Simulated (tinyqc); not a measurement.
Worked calculation: CIS and TDHF on RHF in the sto-6g basis, frozen core, for HF, spin multiplicity 1. One step of it, computed by the program tinyqc.

Question. TDHF (RPA) triplet states. B(ia,jb) = - (ib|ja); the squared energies are the eigenvalues of (A - B)(A + B); 1 hartree = 27.211386 eV.

CIS matrix A, triplet (hartree):
```
           2>6        3>6       4>6       5>6
2>6   1.453784  -0.075638  0.000000  0.000000
3>6  -0.075638   0.581956  0.000000  0.000000
4>6   0.000000   0.000000  0.469350  0.000000
5>6   0.000000   0.000000  0.000000  0.469350
```

Two-electron integrals over orbitals (pq|rs), unique and non-zero (hartree); the lowest 1 orbital is frozen and left out:
```
(22|22) 0.861740    (32|22) -0.010033   (32|32) 0.158686    (33|22) 0.767199
(33|32) -0.057039   (33|33) 0.792446    (42|42) 0.179379    (43|42) -0.044860
(43|43) 0.051076    (44|22) 0.878404    (44|32) -0.076268   (44|33) 0.772144
(44|44) 0.998085    (52|52) 0.179379    (53|52) -0.044860   (53|53) 0.051076
(54|54) 0.053789    (55|22) 0.878404    (55|32) -0.076268   (55|33) 0.772144
(55|44) 0.890506    (55|55) 0.998085    (62|22) -0.137932   (62|32) -0.039110
(62|33) -0.045599   (62|44) -0.136365   (62|55) -0.136365   (62|62) 0.099436
(63|22) -0.151459   (63|32) 0.092811    (63|33) -0.129546   (63|44) -0.184693
(63|55) -0.184693   (63|62) 0.059891    (63|63) 0.164032    (64|42) -0.044858
(64|43) -0.012621   (64|64) 0.032047    (65|52) -0.044858   (65|53) -0.012621
(65|65) 0.032047    (66|22) 0.691988    (66|32) 0.075638    (66|33) 0.671395
(66|44) 0.655778    (66|55) 0.655778    (66|62) -0.069692   (66|63) -0.010333
(66|66) 0.721357
```

Give: TDHF matrix B, triplet; squared energies w^2; TDHF energies from the positive w^2.

Answer.

TDHF matrix B, triplet (hartree):
```
        2>6     3>6     4>6     5>6
2>6  -0.099  -0.060   0.000   0.000
3>6  -0.060  -0.164   0.000   0.000
4>6   0.000   0.000  -0.032   0.000
5>6   0.000   0.000   0.000  -0.032
```

squared energies w^2 (hartree^2): 0.219  0.219  0.299  2.120

TDHF energies from the positive w^2 (eV): 12.742  12.742  14.884  39.625
